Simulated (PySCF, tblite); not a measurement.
Isomers of C2H6N (doublet state), one GFN2-xTB conformer each. Single-point energies are computed at B3LYP/pcH-1 (PySCF, gas phase, no added dispersion term), electronic only. GFN2-xTB treats the open shell by occupation alone, and not every SCF solution was tested for stability.

```csv
SMILES,GFN2-xTB relative energy (kJ/mol)
C[N]C,0.0
C[CH]N,2.7
```

Conformers: `[CH3:1][CH:2][NH2:3]` (doublet state) with C1–C2–N3–H 38° and 168°.

Task: What does B3LYP/pcH-1 give for the same structures?

Result: 
```json
{"SMILES": "C[CH]N", "B3LYP/pcH-1 E (Eh)": "-134.53729", "B3LYP/pcH-1 (kJ/mol)": "0.0", "GFN2-xTB (kJ/mol)": "2.7", "point group": "–"}
{"SMILES": "C[N]C", "B3LYP/pcH-1 E (Eh)": "-134.51897", "B3LYP/pcH-1 (kJ/mol)": "48.1", "GFN2-xTB (kJ/mol)": "0.0", "point group": "C2"}
```

GFN2-xTB puts C[N]C lowest instead. As drawn, the lower has an N–H bond, which the higher lacks.

Task: What happens when harmonic zero-point energies from GFN2-xTB frequencies are added?

Result: 
| SMILES | ZPE (kJ/mol) | electronic (kJ/mol) | with ZPE (kJ/mol) |
| --- | --- | --- | --- |
| C[CH]N | 200.9 | 0.0 | 0.0 |
| C[N]C | 196.5 | 48.1 | 43.7 |

The zero-point energies span 4.4 kJ/mol. The order is unchanged.

Task: As an exercise, what shares would exp(−E/RT) give at 2000 K from these electronic energies alone (no entropy, no degeneracies)?

Result: RT = 16.629 kJ/mol: C[CH]N 94.8 %, C[N]C 5.2 %.
